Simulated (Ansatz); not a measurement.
Where CCSD(T) holds and where it slips

Each species is computed at the geometry given (Å), with frozen cores, in Ansatz 0.2.0: RHF-CCSD(T) for singlets, UHF-CCSD(T) otherwise, and full CI in the same basis. The program picks the determinant by trial CCSD, so it needn't be the lowest Hartree–Fock solution. States: NaCl Σ⁺ or Δ, S2 Σg⁻ or Δg, LiF Σ⁺ or Δ, CH2 B1. Cases whose determinant has another symmetry than full CI's state, or whose (Q) step broke down, weren't drawn.

Judging by size, spin and bonding, rank them by the size of CCSD(T)'s error in total energy against full CI in the same basis, smallest first (an estimate).
A. CH2, triplet, cc-pVDZ: C 0.000 0.000 0.063; H 0.000 0.983 -0.378; H 0.000 -0.983 -0.378
B. NaCl, singlet, 6-31G: Na 0.000 0.000 0.000; Cl 0.000 0.000 2.391
C. S$_{2}$, triplet, 6-31G: S 0.000 0.000 0.000; S 0.000 0.000 1.920
D. LiF, singlet, cc-pVDZ: Li 0.000 0.000 0.000; F 0.000 0.000 1.567

B (3.6 meV), A (11.2 meV), D (16.8 meV), C (35.0 meV).

```csv
species,basis,correlated electrons,CCSD(T) − full CI (meV),CCSDT(Q) − full CI (meV),unpaired electrons (full CI),T1,⟨S²⟩ of the determinant
"NaCl, singlet",6-31G,8,3.6,-0.3,0.01,0.015,0.00
"CH2, triplet",cc-pVDZ,6,11.2,-0.8,2.02,0.009,2.02
"LiF, singlet",cc-pVDZ,8,16.8,-1.9,0.02,0.019,0.00
"S2, triplet",6-31G,12,35.0,3.7,2.04,0.011,2.02
```

Unpaired electrons are Σ n²(2−n)² over natural occupations; an open shell counts its own unpaired electrons too. Frozen cores follow each run's orbitals, which moves totals by a few meV.
